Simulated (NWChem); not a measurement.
# HCl (hydrogen chloride): PBE/def2-SVPD

Aim: the vertical ionisation energy of HCl (hydrogen chloride) at PBE/def2-SVPD, from 2 runs. 

The calculation is run with NWChem 7.3.0.

2 further runs of the same task are left out: 2 set aside as unsound or not needed.

## (1) Starting point

The species is HCl (2 atoms), meant as a singlet with charge 0. SMILES: `Cl`. The coordinates come from a PBE0-D4/def2-TZVP relaxation.

Bond lengths: Cl1–H2 1.279 Å.

## (2) A single-point energy at PBE/def2-SVPD

clh.nw

```
start clh
memory total 2200 mb
charge 0
geometry noautosym nocenter noautoz
  Cl    0.546000   -0.178500    0.280800
  H    -0.546000    0.178500   -0.280800
end
basis spherical bse
  Cl library def2-SVPD
  H library def2-SVPD
end
dft
  xc xpbe96 cpbe96
  grid fine
  convergence energy 1e-08
  iterations 100
  mulliken
  print low
end
task dft energy
```

Launch:

```sh
nwchem clh.nw > clh.out
```

Log, cut to the lines that bear on the results:

```text
[...]
 d= 0,ls=0.0,diis     1   -460.4545918323 -4.67D+02  1.42D-02  2.07D-01     0.3
[...]
 d= 0,ls=0.0,diis     8   -460.4740451768  1.15D-11  3.20D-07  2.10D-10     1.2
         Total DFT energy =     -460.474045176790
      One electron energy =     -649.481006698521
           Coulomb energy =      210.348779583551
    Exchange-Corr. energy =      -28.376595521142
 Nuclear repulsion energy =        7.034777459321
[...]
      Total Density - Mulliken Population Analysis
     ---------------------------------------------
    Atom       Charge   Shell Charges
 -----------   ------   -------------------------------------------------------
    1 Cl  17    17.22   2.00  1.98  1.30  0.62  0.04  5.93  2.18  2.95  0.21  0.02  0.01
    2 H    1     0.78   0.68  0.01  0.05  0.05
[...]
```

It took 1.8 s on 1 thread of Intel Xeon Platinum 8488C (Sapphire Rapids), shared host; peak memory 0.11 GiB.

## (3) The doublet cation at the same level

mymol.nw

```
start mymol
title "ClH PBE"
memory total 2200 mb
charge 1
geometry units angstrom noautosym nocenter noautoz
 Cl    0.546000   -0.178500    0.280800
 H    -0.546000    0.178500   -0.280800
end
basis "ao basis" spherical bse
 Cl library def2-SVPD
 H library def2-SVPD
end
dft
 xc xpbe96 cpbe96
 mult 2
 grid fine
 convergence energy 1e-08
 maxiter 100
 mulliken
 print low
end
task dft energy
```

Launch:

```sh
nwchem mymol.nw > mymol.out
```

Log:

```text
[...]
 d= 0,ls=0.0,diis     1   -459.8718615593 -4.67D+02  2.64D-02  4.76D-01     0.3
[...]
 d= 0,ls=0.5,diis    12   -460.0026515934 -3.85D-09  7.20D-07  7.81D-10     2.9
[...]
         Total DFT energy =     -460.002651594283
      One electron energy =     -641.957108281089
           Coulomb energy =      202.972682016362
    Exchange-Corr. energy =      -28.053002788878
 Nuclear repulsion energy =        7.034777459321
[...]
      Total Density - Mulliken Population Analysis
     ---------------------------------------------
    Atom       Charge   Shell Charges
 -----------   ------   -------------------------------------------------------
    1 Cl  17    16.42   2.00  1.98  1.41  0.54  0.02  5.92  2.09  2.37  0.05  0.02  0.01
    2 H    1     0.58   0.63 -0.08  0.05 -0.02
[...]
      <S2> =      0.7524 (Exact =     0.7500)
[...]
```

Run time: 3.9 s. Hardware: 1 thread of Intel Xeon Platinum 8488C (Sapphire Rapids), shared host; peak memory 0.11 GiB.

## (4) Summary of results

Level: PBE/def2-SVPD.

| quantity | value |
| --- | --- |
| singlet HCl: total energy | -460.47405 Eh |
| doublet cation: total energy | -460.00265 Eh |
| doublet cation: ⟨S²⟩ | 0.752 |
| vertical ionisation energy (to the doublet cation) | 12.827 eV |

What this shows: The vertical ionisation energy comes to 12.83 eV (1238 kJ/mol).
